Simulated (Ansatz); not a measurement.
# AlSi, doublet in cc-pVDZ: errors against full CI

Geometry: a point of a stretch scan, not a stationary point.

```xyz
2

Si    0.0000    0.0000    0.0000
Al    0.0000    0.0000    3.2450
```

Basis cc-pVDZ; Ansatz 0.2.0. Correlated methods freeze the noble-gas cores, which leaves 7 electrons in 26 orbitals. R marks a restricted (for open shells ROHF) determinant, U an unrestricted one. Active spaces: pair = (3e, 3o) about the gap; valence = (7e, 8o) chosen from the atoms' valence shells.

Full CI is exact within this basis and frozen core; it isn't the basis-set limit. The frozen core follows each run's orbitals, which can shift R against U totals by a few meV.

For open shells CISD is restricted-active-space CI with the open shells as a complete middle space.

```
UHF ⟨S²⟩                          : 1.837
T1 diagnostic (RCCSD)             : 0.0330
largest doubles amplitude (RCCSD) : 0.164
T1 diagnostic (UCCSD)             : 0.0522
```

| level | E − E(full CI) (kJ/mol) | share of correlation (%) | wall time |
| --- | --- | --- | --- |
| RHF | 388.8 | 0.00 | – |
| UHF† | 332.0 | – | – |
| RMP2 | 121.4 | 68.78 | – |
| UMP2† | 121.5 | – | – |
| CISD | 51.1 | 86.86 | 1.4 s |
| RCCSD | 21.5 | 94.48 | – |
| UCCSD*† | 21.6 | – | – |
| RCCSD(T) | 7.1 | 98.18 | 6.5 s |
| UCCSD(T)*† | 6.1 | – | 13 s |
| BCCD(T) | 7.3 | 98.13 | 6.5 s |
| RCCSDT | 1.9 | 99.52 | – |
| UCCSDT*† | -24.2 | – | – |
| RCCSDT(Q) | 0.5 | 99.87 | 13 s |
| UCCSDT(Q)*† | -41.1 | – | 24 s |
| CASSCF (pair space) | 340.9 | 12.31 | – |
| NEVPT2 (pair space) | 100.5 | 74.16 | 2.3 s |
| MRCISD (pair space) | 35.5 | 90.86 | – |
| MRCISD+Q (pair space) | -3.9 | 101.00 | 2.8 s |
| CASSCF (valence space) | 219.7 | 43.48 | – |
| NEVPT2 (valence space) | 68.3 | 82.42 | 3.5 s |
| MRCISD (valence space) | 19.0 | 95.10 | – |
| MRCISD+Q (valence space) | 4.2 | 98.93 | 4.3 s |
| MRCISD+Q(relaxed) (valence space) | -2.2 | 100.58 | 5.5 s |

An asterisk marks runs whose energy the program itself flagged as in doubt. A dagger marks rows that describe another state than the reference (another or a broken symmetry, a higher spin or other natural occupations), so the difference isn't the method's error.

The correlation energy at full CI, counted from RHF, is -4.029 eV. That run took 4.7 min on 1 thread of Arm Neoverse V1, shared host over 9,717,824 determinants.

Times hold each run's SCF and search for its determinant on a shared host, so for small cases they say little of a method's own cost; they ran on 1 thread of Arm Neoverse V1.

More than 5 meV below full CI, which no variational method can be: MRCISD+Q (pair space), MRCISD+Q(relaxed) (valence space).

Unrestricted levels hold only the spin's projection, and here they fall towards a lower state of higher spin.

The full-CI state has the irrep B1 of C2v, in the program's axes (one component, if the state is degenerate).

Natural occupations of full CI about the gap: 1.921 1.887 1.769 0.974 0.125 0.102 0.058 0.051 0.016 0.015; effectively unpaired electrons, Σ n²(2−n)², 1.35.
